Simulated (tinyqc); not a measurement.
MP2 on RHF in the sto-3g basis, for LiH, spin multiplicity 1, step by step. One step of it, computed by the program tinyqc.

Question. Second-order Moller-Plesset energy. E2 = sum_ijab (ia|jb) [2 (ia|jb) - (ib|ja)] / (e_i + e_j - e_a - e_b) over occupied i, j and virtual a, b; the opposite-spin part is (ia|jb)^2 / denominator, the rest is same-spin, and SCS-MP2 scales them by 6/5 and 1/3.

orbital energies (hartree): MO1 -2.350821, MO2 -0.278355, MO3 0.077435, MO4 0.163892, MO5 0.163892, MO6 0.524855

Two-electron integrals over orbitals (pq|rs), unique and non-zero (hartree):
```
(11|11) 1.658763    (21|11) -0.108352   (21|21) 0.012495    (22|11) 0.357337
(22|21) 0.005496    (22|22) 0.481790    (31|11) -0.139209   (31|21) 0.011008
(31|22) -0.014992   (31|31) 0.021757    (32|11) 0.015198    (32|21) -0.003150
(32|22) -0.049971   (32|31) 0.000128    (32|32) 0.013922    (33|11) 0.395259
(33|21) -0.010591   (33|22) 0.221431    (33|31) 0.001688    (33|32) 0.008540
(33|33) 0.336954    (41|41) 0.009817    (42|41) 0.007428    (42|42) 0.022997
(43|41) 0.010272    (43|42) 0.019359    (43|43) 0.041269    (44|11) 0.396326
(44|21) -0.004190   (44|22) 0.266254    (44|31) -0.004997   (44|32) 0.006682
(44|33) 0.281774    (44|44) 0.312946    (51|51) 0.009817    (52|51) 0.007428
(52|52) 0.022997    (53|51) 0.010272    (53|52) 0.019359    (53|53) 0.041269
(54|54) 0.016869    (55|11) 0.396326    (55|21) -0.004190   (55|22) 0.266254
(55|31) -0.004997   (55|32) 0.006682    (55|33) 0.281774    (55|44) 0.279207
(55|55) 0.312946    (61|11) 0.058629    (61|21) -0.009247   (61|22) -0.007252
(61|31) -0.003019   (61|32) 0.001963    (61|33) 0.010926    (61|44) 0.000851
(61|55) 0.000851    (61|61) 0.009359    (62|11) -0.050049   (62|21) 0.003977
(62|22) 0.122902    (62|31) 0.001403    (62|32) -0.035623   (62|33) -0.014316
(62|44) -0.020193   (62|55) -0.020193   (62|61) 0.000057    (62|62) 0.124855
(63|11) 0.018075    (63|21) -0.003293   (63|22) -0.051860   (63|31) 0.004315
(63|32) 0.010274    (63|33) 0.035964    (63|44) 0.002962    (63|55) 0.002962
(63|61) 0.004342    (63|62) -0.032710   (63|63) 0.026700    (64|41) -0.006155
(64|42) -0.019532   (64|43) -0.013552   (64|64) 0.019817    (65|51) -0.006155
(65|52) -0.019532   (65|53) -0.013552   (65|65) 0.019817    (66|11) 0.361305
(66|21) 0.002636    (66|22) 0.450400    (66|31) -0.011316   (66|32) -0.044297
(66|33) 0.240895    (66|44) 0.266977    (66|55) 0.266977    (66|61) -0.003633
(66|62) 0.128943    (66|63) -0.044459   (66|66) 0.450514
```

Hartree-Fock energy = -7.85830453 hartree

Give: Terms; Pair energies; MP2 correlation energy; SCS-MP2 correlation energy; MP2 total energy.

Answer.

Terms:
```
i  j  a  b   (ia|jb)   (ib|ja)  denominator       term
2  2  6  6    0.1249    0.1249      -1.6064    -0.0097
2  2  6  3   -0.0356   -0.0356      -1.1590    -0.0011
2  2  3  6   -0.0356   -0.0356      -1.1590    -0.0011
2  2  5  5    0.0230    0.0230      -0.8845    -0.0006
2  2  4  4    0.0230    0.0230      -0.8845    -0.0006
2  2  3  3    0.0139    0.0139      -0.7116  -2.72e-04
1  1  3  3    0.0218    0.0218      -4.8565  -9.75e-05
1  1  5  5    0.0098    0.0098      -5.0294  -1.92e-05
1  1  4  4    0.0098    0.0098      -5.0294  -1.92e-05
1  2  5  5    0.0074    0.0074      -2.9570  -1.87e-05
2  1  5  5    0.0074    0.0074      -2.9570  -1.87e-05
1  2  4  4    0.0074    0.0074      -2.9570  -1.87e-05
2  1  4  4    0.0074    0.0074      -2.9570  -1.87e-05
1  1  6  6    0.0094    0.0094      -5.7514  -1.52e-05
1  1  6  3   -0.0030   -0.0030      -5.3039  -1.72e-06
1  1  3  6   -0.0030   -0.0030      -5.3039  -1.72e-06
2  1  3  6    0.0020    0.0014      -3.2315  -1.53e-06
1  2  6  3    0.0020    0.0014      -3.2315  -1.53e-06
2  1  6  3    0.0014    0.0020      -3.2315  -3.66e-07
1  2  3  6    0.0014    0.0020      -3.2315  -3.66e-07
1  2  3  3  1.28e-04  1.28e-04      -2.7840  -5.86e-09
2  1  3  3  1.28e-04  1.28e-04      -2.7840  -5.86e-09
1  2  6  6  5.74e-05  5.74e-05      -3.6789  -8.94e-10
2  1  6  6  5.74e-05  5.74e-05      -3.6789  -8.94e-10
```

Pair energies (hartree; pair i-j sums ij and ji):
```
pair  opposite spin  same spin
1-1       -1.54e-04          0
2-1       -7.83e-05  -1.94e-07
2-2         -0.0134          0
```

MP2 correlation energy = -0.013595 hartree

SCS-MP2 correlation energy = -0.016314 hartree

MP2 total energy = -7.871899 hartree
